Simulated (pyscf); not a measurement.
Optimised with ωB97X-D3(BJ)/def2-SVP in PySCF.

PBE/def2-TZVP puts the barrier of H₂N–GeH(F)–F + hydrogen (H₂) -> F–GeH₂–F + ammonia (NH₃) (four-centre exchange; singlet surface; Ge–N, H–H broken, Ge–H, H–N formed) at 149.4 kJ/mol and the reaction energy at +2.2 kJ/mol, from the separated reactants. What do B3LYP-D3(BJ)/def2-TZVP, PBE0-D3(BJ)/def2-TZVP, ωB97M-D3(BJ)/def2-TZVP give on the same structures?

B3LYP-D3(BJ): ΔE‡ = 172.5 kJ/mol, ΔE = +5.7 kJ/mol; PBE0-D3(BJ): ΔE‡ = 158.9 kJ/mol, ΔE = +4.9 kJ/mol; ωB97M-D3(BJ): ΔE‡ = 175.0 kJ/mol, ΔE = +5.0 kJ/mol. PBE's barrier lies under all of them, by 9.5 to 25.5 kJ/mol. Its reaction energy lies under all of them, by 2.7 to 3.5 kJ/mol. On the product side the descent ends in a bound adduct, 41.8 kJ/mol under the separated species and 207.7 kJ/mol under the saddle at ωB97X-D3(BJ)/def2-TZVP. At the saddle there is also a short Ge–H contact that neither side keeps. This is the saddle that the search found; another between the same sides may lie lower. Elements up to Kr have no core potential and no relativistic terms here.
